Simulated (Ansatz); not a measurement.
How far each method lies from full CI for B₂H, quartet

Geometry: a point of a bend scan, not a stationary point.

```json
{"atom": "B", "x (Å)": "-0.6419", "y (Å)": "0.0000", "z (Å)": "0.3817"}
{"atom": "B", "x (Å)": "0.6112", "y (Å)": "0.0000", "z (Å)": "-0.4795"}
{"atom": "H", "x (Å)": "0.3292", "y (Å)": "0.0000", "z (Å)": "1.0491"}
```

Basis 6-31G; Ansatz 0.2.0. Only valence electrons are correlated (noble-gas cores frozen), which leaves 7 electrons in 18 orbitals. R marks a restricted (for open shells ROHF) determinant, U an unrestricted one. Active spaces: pair = (5e, 5o) about the gap; valence = (7e, 9o) chosen from the atoms' valence shells.

Full CI is exact within this basis and frozen core; it isn't the basis-set limit. The frozen core follows each run's orbitals, which can shift R against U totals by a few meV.

For open shells CISD is restricted-active-space CI with the open shells as a complete middle space.

```
UHF ⟨S²⟩                          : 3.765
T1 diagnostic (RCCSD)             : 0.0363
largest doubles amplitude (RCCSD) : 0.056
T1 diagnostic (UCCSD)             : 0.0272
```

```json
{"level": "UHF", "E − E(RHF) (eV)": "-0.0824"}
{"level": "RMP2", "E − E(RHF) (eV)": "-1.9048"}
{"level": "UMP2", "E − E(RHF) (eV)": "-1.9343"}
{"level": "RCCSD", "E − E(RHF) (eV)": "-2.5143"}
{"level": "UCCSD", "E − E(RHF) (eV)": "-2.5163"}
{"level": "RCCSD(T)", "E − E(RHF) (eV)": "-2.5950"}
{"level": "UCCSD(T)", "E − E(RHF) (eV)": "-2.5951"}
```

Estimate how far full CI in 6-31G lies from RCCSD(T). The table doesn't fix it; the size of (T) and the diagnostics are the guide.

Full CI in 6-31G lies 2.8 kJ/mol below RCCSD(T), which is 36 % of the (T) step (-7.8 kJ/mol). T1 is raised, and the rest is a large part of (T).

The other levels:

```json
{"level": "CISD", "E − E(full CI) (kJ/mol)": "17.5", "share of correlation (%)": "93.10", "wall time": "0.39 s"}
{"level": "BCCD(T)", "E − E(full CI) (kJ/mol)": "3.0", "share of correlation (%)": "98.80", "wall time": "0.42 s"}
{"level": "RCCSDT", "E − E(full CI) (kJ/mol)": "0.5", "share of correlation (%)": "99.80", "wall time": "–"}
{"level": "UCCSDT", "E − E(full CI) (kJ/mol)": "0.5", "share of correlation (%)": "99.82", "wall time": "–"}
{"level": "RCCSDT(Q)", "E − E(full CI) (kJ/mol)": "0.1", "share of correlation (%)": "99.95", "wall time": "1.8 s"}
{"level": "UCCSDT(Q)", "E − E(full CI) (kJ/mol)": "0.1", "share of correlation (%)": "99.97", "wall time": "1.6 s"}
{"level": "RCCSDTQ", "E − E(full CI) (kJ/mol)": "0.0", "share of correlation (%)": "99.99", "wall time": "13 s"}
{"level": "UCCSDTQ", "E − E(full CI) (kJ/mol)": "0.0", "share of correlation (%)": "100.00", "wall time": "13 s"}
{"level": "CASSCF (pair space)", "E − E(full CI) (kJ/mol)": "217.0", "share of correlation (%)": "14.31", "wall time": "–"}
{"level": "NEVPT2 (pair space)", "E − E(full CI) (kJ/mol)": "60.7", "share of correlation (%)": "76.02", "wall time": "0.18 s"}
{"level": "MRCISD (pair space)", "E − E(full CI) (kJ/mol)": "17.5", "share of correlation (%)": "93.10", "wall time": "–"}
{"level": "MRCISD+Q (pair space)", "E − E(full CI) (kJ/mol)": "5.2", "share of correlation (%)": "97.93", "wall time": "0.48 s"}
{"level": "CASSCF (valence space)", "E − E(full CI) (kJ/mol)": "68.6", "share of correlation (%)": "72.90", "wall time": "–"}
{"level": "NEVPT2 (valence space)", "E − E(full CI) (kJ/mol)": "19.9", "share of correlation (%)": "92.14", "wall time": "1.6 s"}
{"level": "MRCISD (valence space)", "E − E(full CI) (kJ/mol)": "1.8", "share of correlation (%)": "99.28", "wall time": "–"}
{"level": "MRCISD+Q (valence space)", "E − E(full CI) (kJ/mol)": "0.7", "share of correlation (%)": "99.72", "wall time": "2.9 s"}
```

The correlation energy at full CI, counted from RHF, is -2.624 eV. That run took 4.6 s on 1 thread of Arm Neoverse V1, shared host over 658,896 determinants.

Times hold each run's SCF and search for its determinant on a shared host, so for small cases they say little of a method's own cost; they ran on 1 thread of Arm Neoverse V1.

The full-CI state has the irrep A'' of Cs, in the program's axes.

Natural occupations of full CI about the gap: 1.966 1.922 0.999 0.990 0.979 0.048 0.034 0.024 0.014 0.006; effectively unpaired electrons, Σ n²(2−n)², 3.04.
